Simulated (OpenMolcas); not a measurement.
# SN at 1.518 Å: OpenMolcas input and output

Input (each module block was a call of its own in one work directory; start orbitals came from a preliminary run):

```
&GATEWAY
Coord
2
angstrom
S 0.0 0.0 0.0
N 0.0 0.0 1.5180
Basis=ANO-RCC-VTZP
Group=XY
RX2C
AMFI
ANGMom
0.0 0.0 0.0
RICD
&SEWARD
&GUESSORB
* RASSCF and CASPT2 blocks for each multiplicity and irrep, as for the first:
&RASSCF
FileOrb=$CurrDir/o22.orb
Symmetry=2
Spin=2
nActEl=9 0 0
Inactive=5 2
RAS2=3 4
CIRoot=8 8 1
Linear
Iterations=120 100
OrbListing=Nothing
PRWF=0.15
>>COPY $Project.RasOrb $CurrDir/o22.orb
>>COPY $Project.rasscf.h5 $CurrDir/r22.h5
&CASPT2
XMultistate=all
Imaginary=0.2
IPEA=0.25
MaxIter=40
>>COPY $Project.JobMix JOB001
&RASSI
Nr of JobIphs=4 8 2 1 5
1 2 3 4 5 6 7 8
1 2
1
1 2 3 4 5
SpinOrbit
EJob
Omega
MEES
MESO
Properties=4
'AngMom' 3 'Mltpl  1' 1 'Mltpl  1' 2 'Mltpl  1' 3
Thrs=1.0d-4
>>COPY $Project.rassi.h5 $CurrDir/so.h5
```

```bash
pymolcas m.inp
```

C2 symmetry about the axis (a holds Σ, Δ, Γ; b holds Π, Φ, H; Σ⁺ and Σ⁻ are not told apart); roots by multiplicity and irrep: 2b 8, 4b 2, 4a 1, 2a 5.

RASSI part of the output, in excerpt:

```
SPIN-FREE ENERGIES:
  (Shifted by EMIN (a.u.) =       -453.4239956131)
 SF State       Relative EMIN(au)   Rel lowest level(eV)    D:o, cm**(-1)      Abs_M
     1             0.0000000000        0.0000000000              0.0000         1.0
     2             0.0000000000        0.0000000000              0.0000         1.0
     9             0.1359023648        3.6980917403          29827.1214         1.0
    10             0.1359023648        3.6980917403          29827.1214         1.0
    11             0.1439541336        3.9171915320          31594.2804         0.0
     3             0.1650872324        4.4922524440          36232.4595         1.0
     4             0.1650872324        4.4922524440          36232.4595         1.0
    12             0.1701450173        4.6298817840          37342.5150         0.0
    13             0.1863961017        5.0720963187          40909.2157         2.0
    14             0.1865230144        5.0755497883          40937.0698         2.0
     5             0.1969675093        5.3597589721          43229.3715         3.0
     6             0.1969675093        5.3597589721          43229.3715         3.0
    15             0.2042503910        5.5579362797          44827.7793         0.0
    16             0.2087133219        5.6793788167          45807.2794         0.0
     8             0.2297341432        6.2513845045          50420.8164         1.0
     7             0.2297341432        6.2513845045          50420.8164         1.0
++ Dipole transition strengths (spin-free states):
     for osc. strength at least  1.00000000E-05
      From   To        Osc. strength     Einstein coefficients Ax, Ay, Az (sec-1)    Total A (sec-1)
         1    3       3.40859493E-03  0.00000000E+00  0.00000000E+00  2.98478635E+06  2.98478635E+06
         1    4       7.84660620E-04  0.00000000E+00  0.00000000E+00  6.87099628E+05  6.87099628E+05
         1   12       1.64259681E-03  4.00217785E+05  1.12763084E+06  0.00000000E+00  1.52784863E+06
         1   13       6.72550667E-04  1.55825749E+05  5.94948799E+05  0.00000000E+00  7.50774548E+05
         1   14       6.74011557E-04  5.95376251E+05  1.58054041E+05  0.00000000E+00  7.53430292E+05
         1   15       2.79278548E-04  2.76060252E+05  9.82866595E+04  0.00000000E+00  3.74346911E+05
         1   16       1.09697785E-03  4.02530780E+05  1.13282518E+06  0.00000000E+00  1.53535596E+06
         1    8       1.38882818E-03  0.00000000E+00  0.00000000E+00  2.35510618E+06  2.35510618E+06
         1    7       1.97833973E-03  0.00000000E+00  0.00000000E+00  3.35477073E+06  3.35477073E+06
         2    3       7.84660704E-04  0.00000000E+00  0.00000000E+00  6.87099702E+05  6.87099702E+05
         2    4       3.40859470E-03  0.00000000E+00  0.00000000E+00  2.98478615E+06  2.98478615E+06
         2   12       1.64259680E-03  1.12763083E+06  4.00217787E+05  0.00000000E+00  1.52784862E+06
         2   13       6.72550696E-04  5.94948829E+05  1.55825752E+05  0.00000000E+00  7.50774581E+05
         2   14       6.74011538E-04  1.58054037E+05  5.95376234E+05  0.00000000E+00  7.53430270E+05
         2   15       2.79278574E-04  9.82866583E+04  2.76060288E+05  0.00000000E+00  3.74346946E+05
         2   16       1.09697781E-03  1.13282513E+06  4.02530785E+05  0.00000000E+00  1.53535591E+06
         2    8       1.97833976E-03  0.00000000E+00  0.00000000E+00  3.35477079E+06  3.35477079E+06
         2    7       1.38882802E-03  0.00000000E+00  0.00000000E+00  2.35510591E+06  2.35510591E+06
         9   11       5.99584138E-04  1.21831517E+03  3.06306964E+01  0.00000000E+00  1.24894586E+03
        10   11       5.99584134E-04  3.06306965E+01  1.21831516E+03  0.00000000E+00  1.24894585E+03
         3   13       5.44580419E-04  4.97563548E+03  2.96936118E+03  0.00000000E+00  7.94499666E+03
         3   14       5.23889957E-04  2.76679000E+03  4.96766328E+03  0.00000000E+00  7.73445328E+03
         3   15       7.93219188E-04  1.19834134E+04  2.71060328E+04  0.00000000E+00  3.90894462E+04
         3   16       4.36762839E-04  1.85495900E+04  8.15888771E+03  0.00000000E+00  2.67084777E+04
         4   13       5.44580380E-04  2.96936096E+03  4.97563513E+03  0.00000000E+00  7.94499609E+03
         4   14       5.23889984E-04  4.96766330E+03  2.76679038E+03  0.00000000E+00  7.73445368E+03
         4   15       7.93219204E-04  2.71060342E+04  1.19834128E+04  0.00000000E+00  3.90894470E+04
         4   16       4.36762844E-04  8.15888719E+03  1.85495909E+04  0.00000000E+00  2.67084780E+04
        12   16       4.18772344E-05  0.00000000E+00  0.00000000E+00  2.00147409E+03  2.00147409E+03
        12    8       1.78934057E-05  1.99000432E+03  5.14417967E+01  0.00000000E+00  2.04144612E+03
        12    7       1.78934050E-05  5.14417920E+01  1.99000425E+03  0.00000000E+00  2.04144604E+03
        13    5       2.44314580E-04  8.30411523E+02  4.68435719E+01  0.00000000E+00  8.77255095E+02
        13    6       2.44314572E-04  4.68435583E+01  8.30411507E+02  0.00000000E+00  8.77255065E+02
        13    8       1.11124284E-04  6.35001683E+03  3.55903999E+02  0.00000000E+00  6.70592083E+03
        13    7       1.11124291E-04  3.55903989E+02  6.35001722E+03  0.00000000E+00  6.70592121E+03
        14    5       2.53213965E-04  5.54763224E+01  8.32034011E+02  0.00000000E+00  8.87510334E+02
        14    6       2.53213973E-04  8.32034026E+02  5.54763368E+01  0.00000000E+00  8.87510362E+02
        14    8       1.09859972E-04  3.08974535E+02  6.28187795E+03  0.00000000E+00  6.59085248E+03
        14    7       1.09859977E-04  6.28187827E+03  3.08974499E+02  0.00000000E+00  6.59085277E+03
        16    8       7.22954639E-04  1.00021427E+04  2.61967128E+02  0.00000000E+00  1.02641099E+04
        16    7       7.22954632E-04  2.61967138E+02  1.00021427E+04  0.00000000E+00  1.02641098E+04
 Electric-quadrupole - electric-quadrupole not included
 Electric-dipole - electric-octupole not included
 Electric-dipole - magnetic-quadrupole not included
   Eigenvalues of complex Hamiltonian:
  (Shifted by EMIN (a.u.) =       -453.4239956131)
 SO State       Relative EMIN(au)   Rel lowest level(eV)    D:o, cm**(-1)      Omega
     1            -0.0004609716        0.0000000000              0.0000         0.5
     2            -0.0004609716        0.0000000000              0.0000         0.5
     3             0.0004488113        0.0247564542            199.6743         1.5
     4             0.0004488113        0.0247564542            199.6743         1.5
     5             0.1352758894        3.6935881522          29790.7975         2.5
     6             0.1352758894        3.6935881522          29790.7975         2.5
     7             0.1356721723        3.7043715590          29877.7716         1.5
     8             0.1356721723        3.7043715590          29877.7716         1.5
     9             0.1360852811        3.7156128230          29968.4385         0.5
    10             0.1360852811        3.7156128230          29968.4385         0.5
    11             0.1365170656        3.7273622776          30063.2042         0.5
    12             0.1365170656        3.7273622776          30063.2042         0.5
    13             0.1439633822        3.9299868724          31697.4818         1.5
    14             0.1439633822        3.9299868724          31697.4818         1.5
    15             0.1439662049        3.9300636823          31698.1013         0.5
    16             0.1439662049        3.9300636823          31698.1013         0.5
    17             0.1649254281        4.5003932016          36298.1191         0.5
    18             0.1649254281        4.5003932016          36298.1191         0.5
    19             0.1652522271        4.5092858558          36369.8432         1.5
    20             0.1652522271        4.5092858558          36369.8432         1.5
    21             0.1701461516        4.6424563255          37443.9355         0.5
    22             0.1701461516        4.6424563255          37443.9355         0.5
    23             0.1863701293        5.0839332495          41004.6870         1.7
    24             0.1863701293        5.0839332495          41004.6870         1.7
    25             0.1865400931        5.0885581983          41041.9897         2.4
    26             0.1865400931        5.0885581983          41041.9897         2.4
    27             0.1963696556        5.3560342199          43199.3293         3.5
    28             0.1963696556        5.3560342199          43199.3293         3.5
    29             0.1975830293        5.3890518007          43465.6341         2.5
    30             0.1975830293        5.3890518007          43465.6341         2.5
    31             0.2041891022        5.5688122032          44915.4995         0.5
    32             0.2041891022        5.5688122032          44915.4995         0.5
    33             0.2087816983        5.6937831089          45923.4578         0.5
    34             0.2087816983        5.6937831089          45923.4578         0.5
    35             0.2293400132        6.2532033553          50435.4864         1.5
    36             0.2293400132        6.2532033553          50435.4864         1.5
    37             0.2301579792        6.2754613450          50615.0092         0.5
    38             0.2301579792        6.2754613450          50615.0092         0.5
 Weights of the five most important spin-orbit-free states for each spin-orbit state.
 SO State  Total energy (au)           Spin-free states, spin, and weights
    1        -0.000461       2 0.5  0.5000    1 0.5  0.5000   11 1.5  0.0000   10 1.5  0.0000    9 1.5  0.0000
    2        -0.000461       2 0.5  0.5000    1 0.5  0.5000   11 1.5  0.0000   10 1.5  0.0000    9 1.5  0.0000
    3         0.000449       1 0.5  0.5000    2 0.5  0.5000   11 1.5  0.0000   10 1.5  0.0000    9 1.5  0.0000
    4         0.000449       1 0.5  0.5000    2 0.5  0.5000   11 1.5  0.0000   10 1.5  0.0000    9 1.5  0.0000
    5         0.135276      10 1.5  0.5000    9 1.5  0.5000   13 0.5  0.0000   14 0.5  0.0000    6 0.5  0.0000
    6         0.135276      10 1.5  0.5000    9 1.5  0.5000   13 0.5  0.0000   14 0.5  0.0000    6 0.5  0.0000
    7         0.135672      10 1.5  0.4993    9 1.5  0.4993   11 1.5  0.0010    3 0.5  0.0002    4 0.5  0.0002
    8         0.135672      10 1.5  0.4993    9 1.5  0.4993   11 1.5  0.0010    3 0.5  0.0002    4 0.5  0.0002
    9         0.136085       9 1.5  0.4990   10 1.5  0.4990   11 1.5  0.0016    3 0.5  0.0002    4 0.5  0.0002
   10         0.136085       9 1.5  0.4990   10 1.5  0.4990   11 1.5  0.0016    4 0.5  0.0002    3 0.5  0.0002
   11         0.136517       9 1.5  0.4994   10 1.5  0.4994   11 1.5  0.0013   15 0.5  0.0000   16 0.5  0.0000
   12         0.136517       9 1.5  0.4994   10 1.5  0.4994   11 1.5  0.0013   15 0.5  0.0000   16 0.5  0.0000
   13         0.143963      11 1.5  0.9988   10 1.5  0.0005    9 1.5  0.0005    3 0.5  0.0001    4 0.5  0.0001
   14         0.143963      11 1.5  0.9988   10 1.5  0.0005    9 1.5  0.0005    3 0.5  0.0001    4 0.5  0.0001
   15         0.143966      11 1.5  0.9969    9 1.5  0.0014   10 1.5  0.0014   16 0.5  0.0002    4 0.5  0.0000
   16         0.143966      11 1.5  0.9969    9 1.5  0.0014   10 1.5  0.0014   16 0.5  0.0002    4 0.5  0.0000
   17         0.164925       3 0.5  0.4997    4 0.5  0.4997    9 1.5  0.0002   10 1.5  0.0002   12 0.5  0.0001
   18         0.164925       3 0.5  0.4997    4 0.5  0.4997   10 1.5  0.0002    9 1.5  0.0002   12 0.5  0.0001
   19         0.165252       4 0.5  0.4996    3 0.5  0.4996   13 0.5  0.0002   10 1.5  0.0002    9 1.5  0.0002
   20         0.165252       4 0.5  0.4996    3 0.5  0.4996   13 0.5  0.0002   10 1.5  0.0002    9 1.5  0.0002
   21         0.170146      12 0.5  0.9999    3 0.5  0.0000    4 0.5  0.0000    1 0.5  0.0000    2 0.5  0.0000
   22         0.170146      12 0.5  0.9999    3 0.5  0.0000    4 0.5  0.0000    1 0.5  0.0000    2 0.5  0.0000
   23         0.186370      13 0.5  0.8707   14 0.5  0.1287    3 0.5  0.0001    4 0.5  0.0001    5 0.5  0.0001
   24         0.186370      13 0.5  0.8707   14 0.5  0.1287    3 0.5  0.0001    4 0.5  0.0001    5 0.5  0.0001
   25         0.186540      14 0.5  0.8703   13 0.5  0.1283    6 0.5  0.0007    5 0.5  0.0007    4 0.5  0.0000
   26         0.186540      14 0.5  0.8703   13 0.5  0.1283    6 0.5  0.0007    5 0.5  0.0007    4 0.5  0.0000
   27         0.196370       6 0.5  0.5000    5 0.5  0.5000   16 0.5  0.0000    7 0.5  0.0000    8 0.5  0.0000
   28         0.196370       5 0.5  0.5000    6 0.5  0.5000   16 0.5  0.0000    7 0.5  0.0000    8 0.5  0.0000
   29         0.197583       5 0.5  0.4992    6 0.5  0.4992   14 0.5  0.0008   13 0.5  0.0008    7 0.5  0.0000
   30         0.197583       5 0.5  0.4992    6 0.5  0.4992   14 0.5  0.0008   13 0.5  0.0008    7 0.5  0.0000
   31         0.204189      15 0.5  0.9859   16 0.5  0.0140    9 1.5  0.0000   10 1.5  0.0000    8 0.5  0.0000
   32         0.204189      15 0.5  0.9859   16 0.5  0.0140    9 1.5  0.0000   10 1.5  0.0000    8 0.5  0.0000
   33         0.208782      16 0.5  0.9854   15 0.5  0.0140    8 0.5  0.0002    7 0.5  0.0002   11 1.5  0.0002
   34         0.208782      16 0.5  0.9854   15 0.5  0.0140    8 0.5  0.0002    7 0.5  0.0002   11 1.5  0.0002
   35         0.229340       8 0.5  0.4999    7 0.5  0.4999    4 0.5  0.0000    3 0.5  0.0000    9 1.5  0.0000
   36         0.229340       8 0.5  0.4999    7 0.5  0.4999    4 0.5  0.0000    3 0.5  0.0000   10 1.5  0.0000
   37         0.230158       7 0.5  0.4997    8 0.5  0.4997   16 0.5  0.0004    3 0.5  0.0000    4 0.5  0.0000
   38         0.230158       7 0.5  0.4997    8 0.5  0.4997   16 0.5  0.0004    4 0.5  0.0000    3 0.5  0.0000
++ Dipole transition strengths (SO states):
        for osc. strength at least   1.00000000E-05
      From   To        Osc. strength     Einstein coefficients Ax, Ay, Az (sec-1)    Total A (sec-1)
...
```

Only roots inside an energy window near the equilibrium distance were included, so the list of states is not complete; labels number the states computed. Each spin and symmetry block has orbitals of its own, averaged over its own roots, so gaps between blocks are less sure than gaps within one and near the minimum can be off by tenths of an eV, in bad cases by more. No Rydberg orbitals are active, so Rydberg states, and σ→σ* states whose orbital the CASSCF left unused, can be missing between those listed. CASPT2 splits the two components of degenerate states numerically, here by up to 28 cm⁻¹.
